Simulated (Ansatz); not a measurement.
1T (CdI2-type) TaS2 (undistorted form, which takes a superstructure on cooling), treated with PBE-D3(BJ) in Ansatz (plane waves, PAW).

Rigid layers of the crystal as relaxed at this level are moved apart or together:

| run | k mesh | layer repeat (Å) | energy against free layers (meV/Å²) | gap on the mesh (eV) |
|---|---|---|---|---|
| 1 | 12×12×6 | 5.6 | -35.68 | 0.000 |
| 2 | 12×12×6 | 5.75 | -37.11 | 0.000 |
| 3 | 12×12×6 | 5.9 | -36.76 | 0.000 |
| 4 | 12×12×6 | 6.1 | -34.65 | 0.000 |
| 5 | 12×12×6 | 6.4 | -29.89 | 0.000 |
| 6 | 12×12×6 | 6.9 | -21.64 | 0.000 |
| 7 | 12×12×4 | 7.9 | -10.70 | 0.000 |
| 8 | 12×12×4 | 9.9 | -3.21 | 0.000 |

The lowest energy of these points lies at a layer repeat of 5.75 Å.

Spin–orbit coupling is not included.

Ansatz is an electronic-structure program.
